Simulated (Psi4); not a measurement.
Process, species as SMILES: ClCl (Cl2) + [H][H] (H2) → 2 Cl (HCl)
B3LYP-D3(BJ)/def2-TZVP geometries, fixed; electronic energies without zero-point terms.

The energy of full hydrogenation at MP2 with Psi4, in kcal/mol, split into its Hartree-Fock and correlation parts. Density fitting with the program's default auxiliary sets. Cores are frozen. No added dispersion term, no relativity. Functions are those of the species that has most.

```json
[
 {"basis": "cc-pV(D+d)Z", "X": "2", "functions": "46", "Hartree-Fock": "-56.52", "MP2": "-53.48"},
 {"basis": "cc-pV(T+d)Z", "X": "3", "functions": "78", "Hartree-Fock": "-51.54", "MP2": "-48.55"},
 {"basis": "cc-pV(Q+d)Z", "X": "4", "functions": "128", "Hartree-Fock": "-51.32", "MP2": "-47.89"},
 {"basis": "cc-pV(5+d)Z", "X": "5", "functions": "200", "Hartree-Fock": "-51.22", "MP2": "-47.45"}
]
```

Worked estimate of the basis-set limit from each neighbouring pair, with Hartree-Fock from the larger set and the correlation part extrapolated as X^-3.
Correlation parts: X = 2: 3.04, X = 3: 2.99, X = 4: 3.43, X = 5: 3.77.
- (2,3): (27·(2.99) - 8·(3.04))/19 = 2.97; with Hartree-Fock -51.54 the estimate is -48.57 kcal/mol.
- (3,4): (64·(3.43) - 27·(2.99))/37 = 3.75; with Hartree-Fock -51.32 the estimate is -47.57 kcal/mol.
- (4,5): (125·(3.77) - 64·(3.43))/61 = 4.13; with Hartree-Fock -51.22 the estimate is -47.09 kcal/mol.
The last two estimates differ by 0.48 kcal/mol; the largest set lies 0.36 from the last. Over the last step Hartree-Fock moves by 0.10 and the correlation part by 0.34.
